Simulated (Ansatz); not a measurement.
# [Br···H···H], doublet along the distance Br1-H2

Starting geometry:

```xyz
3

Br    0.0000    0.0000   -1.2869
H     0.0000    0.0000    0.1337
H     0.0000    0.0000    1.1531
```

From there H2 is moved from one fragment to the other while all else, the fragments' distance too, stays fixed; atoms are numbered as listed. Energies are in kcal/mol, counted from the starting geometry at the same level. Kohn–Sham curves are unrestricted where that lies lower.

Basis cc-pVDZ; Ansatz 0.2.0. Correlated methods freeze the noble-gas cores and the filled d shells of p-block atoms. No spin–orbit coupling is included, and no scalar relativity.

In so small a basis the reference is far from its limit while semilocal and hybrid functionals are nearer theirs (RPA and double hybrids share much of the reference's basis error), so the functionals' errors here hold much of the reference's basis and frozen-core error, which can add to them or hide them.

Full CI is exact within this basis and frozen core; it isn't the basis-set limit.

| distance Br1-H2 (Å) | full CI | PBE | r2SCAN | PBE0 | B3LYP | r2SCANh | wB97M-V | B2PLYP | RPA-PBE |
| --- | --- | --- | --- | --- | --- | --- | --- | --- | --- |
| 1.321 | 7.4 | 9.1 | 8.3 | 8.2 | 8.9 | 8.1 | 8.1 | 8.0 | 8.4 |
| 1.421 | 0.0 | 0.0 | 0.0 | 0.0 | 0.0 | 0.0 | 0.0 | 0.0 | 0.0 |
| 1.460 | -1.9 | -2.3 | -2.0 | -2.1 | -2.4 | -2.0 | -2.2 | -2.1 | -2.3 |
| 1.499 | -3.6 | -4.2 | -3.6 | -3.8 | -4.3 | -3.5 | -4.0 | -3.8 | -4.4 |
| 1.538 | -5.1 | -5.6 | -4.9 | -5.2 | -6.0 | -4.8 | -5.7 | -5.4 | -6.3 |
| 1.577 | -6.5 | -6.7 | -5.9 | -6.3 | -7.4 | -5.8 | -7.1 | -6.7 | -7.9 |
| 1.617 | -7.7 | -7.2 | -6.4 | -7.0 | -8.3 | -6.4 | -8.2 | -7.7 | -9.3 |
| 1.656 | -8.4 | -7.1 | -6.5 | -7.2 | -8.7 | -6.5 | -8.8 | -8.2 | -10.1 |
| 1.695 | -8.4 | -6.2 | -5.7 | -6.6 | -8.3 | -5.9 | -8.6 | -8.0 | -10.1 |
